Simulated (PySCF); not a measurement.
# vinylium: adiabatic energies of losing or gaining an electron at several levels

Structure: `[CH+]=C` ([C2H3]+).

All levels share the PBE0-D3(BJ)/def2-SVP structures and the PBE0-D3(BJ)/def2-SVP thermal terms; only the single-point energies (PySCF) change. Values are adiabatic energies of losing or gaining an electron (0 K, eV).

```jsonl
{"level": "HF/ma-def2-TZVP", "recombination energy to the radical": "8.25", "abs. error": "0.23", "time": "0.91 s"}
{"level": "M06/ma-def2-TZVP (grid 3)", "recombination energy to the radical": "8.49", "abs. error": "0.02", "time": "12 s"}
{"level": "ωB97M-D3(BJ)/ma-def2-TZVP (grid 3)", "recombination energy to the radical": "8.53", "abs. error": "0.06", "time": "11 s"}
{"level": "LDA/ma-def2-TZVP", "recombination energy to the radical": "8.54", "abs. error": "0.07", "time": "5 s"}
{"level": "PBE0-D3(BJ)/6-31G", "recombination energy to the radical": "8.59", "abs. error": "0.11", "time": "1.4 s"}
{"level": "BHandHLYP/ma-def2-TZVP", "recombination energy to the radical": "8.60", "abs. error": "0.12", "time": "4 s"}
{"level": "PBE-D3(BJ)/ma-def2-TZVP", "recombination energy to the radical": "8.60", "abs. error": "0.13", "time": "6.4 s"}
{"level": "PBE0-D3(BJ)/6-31G*", "recombination energy to the radical": "8.60", "abs. error": "0.13", "time": "1.7 s"}
{"level": "ωB97X-D3(BJ)/ma-def2-TZVP", "recombination energy to the radical": "8.62", "abs. error": "0.15", "time": "4.3 s"}
{"level": "M06-2X/ma-def2-TZVP (grid 3)", "recombination energy to the radical": "8.62", "abs. error": "0.15", "time": "12 s"}
{"level": "TPSS-D3(BJ)/ma-def2-TZVP (grid 3)", "recombination energy to the radical": "8.64", "abs. error": "0.16", "time": "15 s"}
{"level": "OPBE/ma-def2-TZVP", "recombination energy to the radical": "8.64", "abs. error": "0.17", "time": "6.3 s"}
{"level": "PBE0-D3(BJ)/cc-pVDZ", "recombination energy to the radical": "8.65", "abs. error": "0.18", "time": "2 s"}
{"level": "TPSSh-D3(BJ)/ma-def2-TZVP (grid 3)", "recombination energy to the radical": "8.67", "abs. error": "0.20", "time": "12 s"}
{"level": "CAM-B3LYP-D3(BJ)/ma-def2-TZVP", "recombination energy to the radical": "8.68", "abs. error": "0.20", "time": "4.8 s"}
{"level": "PBE0-D3(BJ)/cc-pVTZ", "recombination energy to the radical": "8.68", "abs. error": "0.21", "time": "4.4 s"}
{"level": "HSE06/ma-def2-TZVP", "recombination energy to the radical": "8.69", "abs. error": "0.22", "time": "8.7 s"}
{"level": "PBE0-D3(BJ)/aug-cc-pVTZ", "recombination energy to the radical": "8.69", "abs. error": "0.22", "time": "8.6 s"}
{"level": "PBE0-D3(BJ)/ma-def2-TZVP", "recombination energy to the radical": "8.70", "abs. error": "0.22", "time": "–"}
{"level": "PBE0-D3(BJ)/def2-QZVP", "recombination energy to the radical": "8.70", "abs. error": "0.22", "time": "12 s"}
{"level": "PBE0-D3(BJ)/jun-cc-pV(T+d)Z", "recombination energy to the radical": "8.70", "abs. error": "0.22", "time": "5.4 s"}
{"level": "PBE0-D3(BJ)/def2-TZVPD", "recombination energy to the radical": "8.70", "abs. error": "0.22", "time": "4.5 s"}
{"level": "PBE0-D3(BJ)/6-311++G(2d,2p)", "recombination energy to the radical": "8.71", "abs. error": "0.23", "time": "3.5 s"}
{"level": "PBE0-D3(BJ)/aug-cc-pVDZ", "recombination energy to the radical": "8.72", "abs. error": "0.25", "time": "3.2 s"}
{"level": "PBE0-D3(BJ)/aug-pcseg-1", "recombination energy to the radical": "8.75", "abs. error": "0.28", "time": "3.1 s"}
{"level": "PBE0-D3(BJ)/def2-SVPD", "recombination energy to the radical": "8.76", "abs. error": "0.29", "time": "2.7 s"}
{"level": "PBE0-D3(BJ)/def2-SV(P)", "recombination energy to the radical": "8.77", "abs. error": "0.30", "time": "1.7 s"}
{"level": "PBE0-D3(BJ)/ma-def2-SVP", "recombination energy to the radical": "8.78", "abs. error": "0.31", "time": "2.2 s"}
{"level": "LC-ωPBE/ma-def2-TZVP", "recombination energy to the radical": "8.82", "abs. error": "0.35", "time": "7.5 s"}
{"level": "ATcT 1.112", "recombination energy to the radical": "8.47", "abs. error": "", "time": ""}
```

Times are wall times for all single points of a level on 1 thread of Arm Neoverse V2, a shared host; the dash marks the run that also made the structures. HSE06, LC-ωPBE, LDA, OPBE, PBE, TPSS ran on a slower path of this set-up, which computes the density-fitting integrals anew in every SCF cycle while the other levels store them. So the times needn't show the usual order of cost, and those levels read slower than they are.

Hartree-Fock leaves out electron correlation, so its ionisation energies and electron affinities from energy differences come out too low, often by 1 eV or more.

The spread: 0.58 eV, from 8.25 to 8.82.

Differences come from unrounded values, so a last digit can differ from that of the printed terms.
